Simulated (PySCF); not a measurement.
Gas-phase reaction: 2 SiHCl + SiH₄ → c-Si₃H₆ + Cl₂

Method: PySCF energies (xtb for GFN2) plus ideal-gas RRHO corrections (1 bar). † marks an energy on the PBE0/def2-TZVP geometry and frequencies; other levels use their own. CCSD(T) freezes the core. 6-31G* has spherical d functions here. All species are closed-shell singlets. B3LYP is the form with VWN-RPA correlation. SiHCl, c-Si₃H₆: computed as isolated molecules; such fragments, hydroxides, amides, oligomers or adducts are transient or little studied in the gas. CCSD(T) isn't extrapolated to the basis-set limit; its ΔH°(298 K) is 140.6 kJ in def2-SVP and 122.0 kJ in def2-TZVPP. The harmonic model lacks anharmonicity and excited electronic states, which grow with temperature; levels with a mode under 35 cm⁻¹ are left out.

ΔH° and ΔS° at 298 K: B3LYP/6-31G* 137 kJ, -180 J/K; B3LYP/def2-TZVP† 136 kJ, -177 J/K; CCSD(T)/def2-TZVPP† 122 kJ, -177 J/K; GFN2-xTB 251 kJ, -168 J/K.

Question: With the heat capacities included, give log10 K (1 bar) at 600, 1000, 1200, 1400, 1800 K from B3LYP/6-31G*, B3LYP/def2-TZVP†, CCSD(T)/def2-TZVPP†, GFN2-xTB.

Answer: 
```json
[
 {"T (K)": "600", "B3LYP/6-31G*": "-21.2", "B3LYP/def2-TZVP†": "-20.9", "CCSD(T)/def2-TZVPP†": "-19.7", "GFN2-xTB": "-30.4"},
 {"T (K)": "1000", "B3LYP/6-31G*": "-16.1", "B3LYP/def2-TZVP†": "-15.8", "CCSD(T)/def2-TZVPP†": "-15.1", "GFN2-xTB": "-21.3"},
 {"T (K)": "1200", "B3LYP/6-31G*": "-14.7", "B3LYP/def2-TZVP†": "-14.5", "CCSD(T)/def2-TZVPP†": "-13.9", "GFN2-xTB": "-19.0"},
 {"T (K)": "1400", "B3LYP/6-31G*": "-13.7", "B3LYP/def2-TZVP†": "-13.5", "CCSD(T)/def2-TZVPP†": "-13.0", "GFN2-xTB": "-17.3"},
 {"T (K)": "1800", "B3LYP/6-31G*": "-12.4", "B3LYP/def2-TZVP†": "-12.2", "CCSD(T)/def2-TZVPP†": "-11.8", "GFN2-xTB": "-15.0"}
]
```
